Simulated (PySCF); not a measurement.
## Worked example: the barrier

An elementary step of SiH5SF, singlet (SiH₃F ([F][SiH3]) + H₂S → SiH₄S ([SiH3][SH]) + HF; bonds formed: Si1–S7, F2–H6; bonds broken: Si1–F2, H6–S7). “Start” is the structure reached by relaxing down from the saddle towards the reactants; PBE0-D4/def2-TZVP structures. The saddle:

```csv
atom,x (Å),y (Å),z (Å)
Si1,-0.5289,0.1460,-0.5831
F2,1.2407,-0.5257,-0.8076
H3,-1.0665,-1.0205,-1.3157
H4,-1.7397,0.7209,0.0904
H5,-0.0437,1.3291,-1.3364
H6,1.2301,-0.7267,0.4394
S7,0.2507,-0.5797,1.5879
H8,0.6572,0.6568,1.9250
```

Program: PySCF 2.14 with density fitting (its default auxiliary sets; JK sets also for MP2 and CCSD(T)). Basis: def2-TZVPP and def2-QZVPP. Cores are frozen in the correlated methods.

Energies in eV:

| quantity | saddle | start |
| --- | --- | --- |
| Hartree–Fock, triple zeta (X = 3) | -21465.29474 | -21468.14027 |
| Hartree–Fock, quadruple zeta (X = 4) | -21465.98221 | -21468.84516 |
| MP2 correlation, X = 3 | -16.57725 | -15.65851 |
| MP2 correlation, X = 4 | -17.98145 | -17.02216 |
| CCSD(T) correlation, X = 3 | -18.30589 | -17.47697 |

(1) Work out the barrier at the basis limit: extrapolate Hartree–Fock as E(X) = E∞ + A exp(−7.88 √X) and the MP2 correlation as E(X) = E∞ + B X^−2.97 (the exponents that Neese and Valeev fitted for def2-TZVPP and QZVPP), then add CCSD(T) − MP2 in triple zeta.

The T1 diagnostic stays at or below 0.013.

## Answers

(1) Each step is linear, so take the differences first (saddle − start): Hartree–Fock 2.84553 (X = 3) and 2.86295 (X = 4); MP2 correlation -0.91874 and -0.95929; CCSD(T) correlation -0.82892.
Two points give E∞ = E(4) + w [E(4) − E(3)], with w = 1/(exp(7.88 (2 − √3)) − 1) = 0.1377 for Hartree–Fock and w = 1/((4/3)^2.97 − 1) = 0.7407 for the correlation.
Hartree–Fock: 2.86295 + 0.1377 × 0.01742 = 2.8653 eV.
MP2 correlation: -0.95929 + 0.7407 × (-0.04055) = -0.9893 eV.
CCSD(T) − MP2: -0.82892 − (-0.91874) = 0.0898 eV.
Sum: 2.8653 + (-0.9893) + 0.0898 = 1.9658 eV, or 45.33 kcal/mol. Plain CCSD(T) in triple zeta gives 2.0166 eV, so the larger basis shifts the result by -0.0508 eV.

Labels in which every atom is bracketed show which atoms are joined, not bond orders.

For scale, one of the runs: CCSD(T)/def2-TZVPP, 185 basis functions, launched by `OMP_NUM_THREADS=4 python run.py`. Hardware: 4 CPU threads of an Intel Xeon, shared host. Wall time 7.6 min; peak host memory 1.9 GiB.
